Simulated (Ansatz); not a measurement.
Ansatz (an electronic-structure program) input (r2SCAN/aug-cc-pVQZ): A basis named .json is the Basis Set Exchange file of that set (core-valence sets with the plain set on hydrogen).

Ansatz 0.2 input:
```yaml
crystal:
  periodic: [false, false, false]
  atoms:
    - {symbol: O, position_ang: [-0.00000000, -0.00000000, -0.71416636]}
    - {symbol: F, position_ang: [0.00000000, 0.00000000, 0.63481454]}
basis:
  gaussian:
    orbitals: aug-cc-pVQZ
    fitting: {mean_field: cc-pV5Z-JKFIT.json}
hamiltonian:
  xc: {name: r2SCAN}
magnetization: {spin_polarized: true, initial_magnetization: 1}
```

Output:

```
Functional definition: r2SCAN
integrals: 0.04 GiB planned
292 factors; integrals over basis functions are off by at most 6.9e-1 eV
mean field: 0.48 GiB planned
mean field evaluation 1: about -4757.9067 eV, gradient 1.7e1 eV
mean field evaluation 2: about -4755.0771 eV, gradient 3.4e1 eV
mean field evaluation 4: about -4758.8681 eV, gradient 2.1e0 eV
mean field evaluation 8: about -4758.8822 eV, gradient 1.6e-1 eV
mean field evaluation 16: about -4758.4719 eV, gradient 1.2e1 eV
mean field -4758.88228289 eV, -174.8856982098 hartree, gradient 5.6e-5 eV, S^2 0.754220; 1 other end points of the search recorded, 0 dependent functions left out
reference -4758.88229814 eV, -174.8856987703 hartree; 9, 8 occupied and 151, 152 virtual orbitals, 292 factors
Total energy: -4758.88229814 eV, -174.8856987703 hartree
```
